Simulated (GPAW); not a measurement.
# C3H3Cl (SMILES C=C=CCl): PBE-D3(BJ)/real-space grid (scalar-relativistic datasets)

Aim: a geometry optimisation of C3H3Cl. Input form: an ASE script.

The results are computed with GPAW 26.7.0.

4 further runs of the same task are left out: 4 set aside as unsound or not needed.

## 1. The structure to begin with

C3H3Cl has 7 atoms, charge 0, and is taken as a singlet. SMILES: `C=C=CCl`. Geometry: embedded from SMILES. The run starts from this shape.

Bond lengths: C1–C2 1.303 Å, C2–C3 1.303 Å, C3–Cl4 1.751 Å, C1–H5 1.081 Å, C1–H6 1.081 Å, C3–H7 1.081 Å. Angles: C1–C2–C3 180.0°, C2–C3–Cl4 120.0°, C2–C1–H5 120.0°, C2–C1–H6 120.0°, C2–C3–H7 120.0°, Cl4–C3–H7 120.0°, H5–C1–H6 120.0°.

## 2. A geometry optimisation at PBE-D3(BJ)/real-space grid (scalar-relativistic datasets)

Input file calc.py:

```python
from ase import Atoms
from ase.calculators.mixing import SumCalculator
from ase.io import write
from ase.optimize import GPMin
from dftd3.ase import DFTD3
from gpaw import GPAW
from rdkit import Chem
from rdkit.Chem import AllChem

# Set up the molecule
rd = Chem.AddHs(Chem.MolFromSmiles('C=C=CCl'))
AllChem.EmbedMolecule(rd, randomSeed=783)
AllChem.UFFOptimizeMolecule(rd)
molecule = Atoms([a.GetSymbol() for a in rd.GetAtoms()], positions=rd.GetConformer().GetPositions())
write('start.xyz', molecule)
molecule.set_cell([13.0, 13.0, 13.0])
molecule.center()

# DFT calculator
calc = GPAW(mode='fd', h=0.2, xc='PBE', maxiter=100, txt='-')
molecule.calc = SumCalculator([DFTD3(method='PBE', damping='d3bj'), calc])

opt = GPMin(molecule, trajectory='molecule.traj')
converged = opt.run(fmax=0.03, steps=100)
print('Converged:', converged)
print(f'Final energy: {molecule.get_potential_energy():.5f} eV')
write('relaxed.xyz', molecule)
```

Started as:

```
$ python calc.py > calc.log
```

**Question.** What will come out? Wanted: energy as printed; dipole moment; HOMO energy; LUMO energy; HOMO–LUMO gap; dispersion energy.

**Answer.** As computed:

Level: PBE-D3(BJ)/real-space grid (scalar-relativistic datasets).

| quantity | value |
| --- | --- |
| energy as printed (from the program's reference atoms) | -38.4068 eV |
| dipole moment | 1.72 D |
| HOMO energy | -6.25 eV |
| LUMO energy | -1.97 eV |
| HOMO–LUMO gap | 4.28 eV |
| dispersion energy | -12.53 kJ/mol |

At the final geometry: Bond lengths: C1–C2 1.307 Å, C2–C3 1.305 Å, C3–Cl4 1.749 Å, C1–H5 1.093 Å, C1–H6 1.093 Å, C3–H7 1.089 Å. Angles: C1–C2–C3 179.1°, C2–C3–Cl4 122.8°, C2–C1–H5 121.5°, C2–C1–H6 121.4°, C2–C3–H7 123.7°, Cl4–C3–H7 113.6°, H5–C1–H6 117.1°. The optimisation took 7 steps and changed the energy by -0.049 eV.
